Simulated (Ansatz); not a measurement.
fcc Ni: PBE at its full settings (plane-wave cutoff 520 eV, 26×26×26 k mesh, Fermi–Dirac smearing 0.05 eV, spin-polarised with parallel moments, scalar-relativistic PAW data made under PBE) and at cheaper ones, in a cell of 1 atom with Γ-centred meshes.

| level and setting | equilibrium lattice constant a (Å) | bulk modulus B0 (GPa) | magnetic moment (μB) |
|---|---|---|---|
| PBE (Ansatz) | 3.519 | 197 | 0.64 |
| PBE (Γ point alone) (Ansatz) | 3.368 | 483 | 2.00 |
| PBE (2×2×2 k mesh) (Ansatz) | 3.685 | 142 | 1.24 |
| PBE (4×4×4 k mesh) (Ansatz) | [?] | [?] | [?] |
| PBE (6×6×6 k mesh) (Ansatz) | 3.514 | 203 | 0.64 |

Question: Some entries are withheld; supply them.

Answer: 
- PBE (4×4×4 k mesh) (Ansatz, a first-principles code), equilibrium lattice constant a (Å): 3.500
- PBE (4×4×4 k mesh) (Ansatz), bulk modulus B0 (GPa): 212
- PBE (4×4×4 k mesh) (Ansatz), magnetic moment (μB): 0.59

Largest shifts from the full settings: lattice constant a +4.72 % (PBE (2×2×2 k mesh)), against a difference of +0.31 % of the full result from the reference 3.508 Å (measured, static lattice: zero-point anharmonic expansion removed; as tabulated in Mejia-Rodriguez and Trickey (2018), arXiv:1807.09216); bulk modulus +145 % (PBE (Γ point alone)), against a difference of +2.6 % of the full result from the reference 192 GPa (measured, 0 K value with the zero-point phonon effect removed, sources range from 186 to 195; as tabulated in Mejia-Rodriguez and Trickey (2018), arXiv:1807.09216); magnetic moment +1.36 μB (PBE (Γ point alone)), against a difference of +0.07 μB of the full result from the reference 0.57 μB (measured, temperature not stated, spin, per atom, sources range from 0.52 to 0.57; as tabulated in Ekholm et al. (2018), arXiv:1806.11289).

Ansatz's density-functional and Hartree–Fock values are scalar-relativistic unless marked +SOC, with PAW data made under PBE.

Run with cheap settings on purpose, which may leave them unconverged: PBE (2×2×2 k mesh), PBE (4×4×4 k mesh), PBE (6×6×6 k mesh), PBE (Γ point alone).
